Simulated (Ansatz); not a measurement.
The input, for Ansatz 0.2.0:

```yaml
crystal:
  periodic: [false, false, false]
  atoms:
    - {symbol: B, position_ang: [0.000000, 0.000000, -1.463800]}
    - {symbol: O, position_ang: [0.000000, 0.000000, -0.181300]}
    - {symbol: Ge, position_ang: [0.000000, 0.000000, 1.645100]}
basis:
  gaussian: {orbitals: cc-pVDZ}
total_charge: 1
magnetization: {spin_polarized: false}
hamiltonian: {xc: hf}
scf: {lower_state_search: full}
output: {orbitals: {seedname: orbitals}}
```

```sh
$ ansatz run in.yaml --threads 1 --pin off --events-out ev --progress --plain --max-ram 2393MiB
```

Output:

```
589 factors; integrals over basis functions are off by at most 7.6e-4 eV
mean field evaluation 1: about -59164.1665 eV, gradient 6.9e1 eV
mean field evaluation 2: about -59164.2375 eV, gradient 6.8e1 eV
mean field evaluation 4: about -59173.4039 eV, gradient 4.4e0 eV
mean field evaluation 8: about -59173.5248 eV, gradient 3.0e-1 eV
mean field evaluation 16: about -59154.4081 eV, gradient 6.4e1 eV
mean field -59173.52528721 eV, -2174.5869450490 hartree, gradient 5.0e-6 eV, S^2 0.000000; 0 other end points of the search recorded, 0 dependent functions left out
reference -59173.52528721 eV, -2174.5869450490 hartree; 22, 22 occupied and 33, 33 virtual orbitals, 589 factors
Total energy: -59173.52528721 eV, -2174.5869450490 hartree
```

Ran on 1 thread of Arm Neoverse V2, shared host: 0.54 s wall, 0.08 GiB peak host memory.
